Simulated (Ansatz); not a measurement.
# B2H2F radical: single points off equilibrium

The task here is to estimate one member of a computed series from the others.

Program: Ansatz 0.2.0, Gaussian basis. Level of theory: single points in def2-TZVPP. These are calculated values, not measurements.

Cores are frozen in the correlated methods. Orbitals are unrestricted.

## Where the work starts

SMILES `B[B]F`, 5 atoms, charge 0, spin multiplicity 2.

Atoms are counted from 1 here; the program's logs count them from 0.

Bond lengths: B1–B2 1.804 Å, B1–H4 0.953 Å, B1–H5 1.181 Å, B2–F3 1.047 Å. Angles: B2–B1–H4 117.0°, B2–B1–H5 126.1°, H4–B1–H5 116.9°, B1–B2–F3 170.5°.

Geometry (Å):

```xyz
5
charge 0, multiplicity 2
B    -0.6104    0.3107   -0.1199
B     1.0463   -0.2991    0.2537
F     1.9352   -0.7207    0.6127
H    -0.7595    1.2467   -0.0205
H    -1.5387   -0.3478   -0.4363
```

The first run:

File run/in.yaml:

```yaml
crystal:
  periodic: [false, false, false]
  atoms:
    - {symbol: B, position_ang: [-0.610400, 0.310700, -0.119900]}
    - {symbol: B, position_ang: [1.046300, -0.299100, 0.253700]}
    - {symbol: F, position_ang: [1.935200, -0.720700, 0.612700]}
    - {symbol: H, position_ang: [-0.759500, 1.246700, -0.020500]}
    - {symbol: H, position_ang: [-1.538700, -0.347800, -0.436300]}
basis:
  gaussian: {orbitals: def2-TZVPP}
magnetization: {spin_polarized: true, initial_magnetization: 1}
correlation: {method: ccsd_t}
scf: {omitted_lower_state_checks: [cluster_reference]}
output: {forces: true}
```

The command line of these runs was not kept.

Among the steps run: CCSD(T)/def2-TZVPP; PBE0-D4/def2-TZVPP; wB97M-V/def2-TZVPP; r2SCAN-D4/def2-TZVPP; PBE-D4/def2-TZVPP; r2SCAN0-D4/def2-TZVPP; LC-wPBE/def2-TZVPP.

One of the session's tables, all rows but one given; the rest of the session is left out.

| method | RMS force component (eV/Å) | angle to CCSD(T) forces (°) | dipole (D) |
| --- | --- | --- | --- |
| CCSD(T) | 10.975 | reference | 3.49 |
| PBE0-D4 | ? | ? | ? |
| wB97M-V | 10.827 | 0.3 | 3.43 |
| r2SCAN-D4 | 10.887 | 0.5 | 3.41 |
| PBE-D4 | 11.055 | 0.5 | 3.32 |
| r2SCAN0-D4 | 10.711 | 0.8 | 3.42 |
| LC-wPBE | 10.938 | 0.9 | 3.47 |

Q: Estimate the row for PBE0-D4 from the others.

The run gave: RMS force component (eV/Å): 10.832; angle to CCSD(T) forces (°): 0.7; dipole (D): 3.34. In the column «RMS force component (eV/Å)» it lies between wB97M-V (10.827) and r2SCAN-D4 (10.887).
